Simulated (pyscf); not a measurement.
silanol (HO–SiH₃) + formaldehyde (H₂C=O) -> formic acid (O=CH–OH) + silane (SiH₄), a four-centre exchange (singlet surface; O–Si, C–H broken, C–O, H–Si formed). PySCF, gas phase, ωB97X-D3(BJ)/def2-SVP geometries. Correlated levels are frozen-core, on RHF or UHF. ΔMP2 is the change of the MP2 total energy from the triple- to the quadruple-zeta basis. Energies in kcal/mol from the separated reactants.

Small-basis levels: PySCF, no dispersion term, spherical d functions. AM1 to PM7: differences of heats of formation from MOPAC. GFN2-xTB: tblite. Cost: rough CPU time at the saddle relative to B3LYP/6-31G*, from one job on a shared machine.

```json
[
 {"level": "HF/STO-3G", "barrier": "76.7", "reaction energy": "-4.3", "cost": "0.04"},
 {"level": "MP2/6-31G*", "barrier": "61.0", "reaction energy": "+6.1", "cost": "0.10"},
 {"level": "BP86/6-31G*", "barrier": "44.0", "reaction energy": "-0.5", "cost": "1"},
 {"level": "PBE/6-31G*", "barrier": "41.2", "reaction energy": "-1.4", "cost": "1"},
 {"level": "B3LYP/LANL2DZ", "barrier": "55.7", "reaction energy": "+1.8", "cost": "0.7"},
 {"level": "GFN2-xTB", "barrier": "38.4", "reaction energy": "+6.3", "cost": "under 0.02"},
 {"level": "PM7", "barrier": "65.9", "reaction energy": "+20.2", "cost": "under 0.02"},
 {"level": "CCSD(T)/def2-TZVPP + ΔMP2(QZVPP)", "barrier": "59.9", "reaction energy": "+11.0", "cost": "–"}
]
```

Against the last row the barrier runs from -21.5 (GFN2-xTB) to +16.7 kcal/mol (HF/STO-3G); MP2/6-31G* happens to lie closest here (1.1 kcal/mol apart). CCSD(T)/def2-TZVPP + ΔMP2(QZVPP) has limits of its own. On the reactant side the descent ends in a complex (not fully relaxed), 5.6 kcal/mol under the separated species and 61.6 kcal/mol under the saddle at ωB97X-D3(BJ)/def2-TZVP. At ωB97X-D3(BJ) the barrier from the zero used here is 56.0 kcal/mol. One saddle was located; it need not be the lowest between these sides. The CCSD(T) − MP2 part came from Ansatz, without density fitting, on the same reference.
